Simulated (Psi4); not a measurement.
Psi4 input (wB97X-D/6-311+G**):

```
memory 1500 MB

molecule {
0 2
C     1.20714507   -0.43893973   -0.00256418
C     0.11798946    0.57141053    0.00482199
N    -1.24139525   -0.02687100   -0.00131228
H     1.53582640   -0.90177310    0.91941065
H     1.53745215   -0.88648962   -0.93147757
H     0.18297362    1.22496543   -0.86746879
H     0.18143178    1.21047070    0.88789918
H    -1.35007526   -0.63365410    0.80545776
H    -1.34864912   -0.62024710   -0.81818214
symmetry c1
no_reorient
no_com
}

set {
  basis 6-311+G**
  reference uks
  scf_type pk
  dft_radial_points 99
  dft_spherical_points 590
  e_convergence 1e-8
  d_convergence 1e-7
  maxiter 150
}

e = energy('wb97x-d')
print_out(f'\nFINAL {e:.10f} DIPOLE {variable("CURRENT DIPOLE")[0]:.6f} {variable("CURRENT DIPOLE")[1]:.6f} {variable("CURRENT DIPOLE")[2]:.6f}\n')
```

**Question.** What final total energy does it give?

**Answer.** -134.49865 Eh.
